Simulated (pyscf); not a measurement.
PySCF, gas phase, ωB97X-D3(BJ)/def2-SVP geometries.

**Question.** What are the homolytic bond dissociation enthalpies (298 K) of `[F][CH2][C]([F])([F])[F]` at ωB97M-D3(BJ)/def2-TZVP, weakest first?

**Answer.** C–C to •H₂C–F + F–C•(F)–F: 406.8 kJ/mol; C–H to F–CH•–C(F)(F)–F + H•: 422.1 kJ/mol; C–F to F• + •H₂C–C(F)(F)–F: 457.0 kJ/mol; C–F to F–CH₂–C•(F)–F + F•: 525.8 kJ/mol. Ring and multiple bonds, and those that leave no two simple radicals, are not listed. F–CH₂–C•(F)–F lies 62.0 kJ/mol over its isomer •H₂C–C(F)(F)–F, and others may lie lower still (electronic energy, ωB97M-D3(BJ)). Other isomers of •H₂C–C(F)(F)–F, F–CH•–C(F)(F)–F were not searched in full and may lie lower. Left out: the spin-orbit lowering of F.
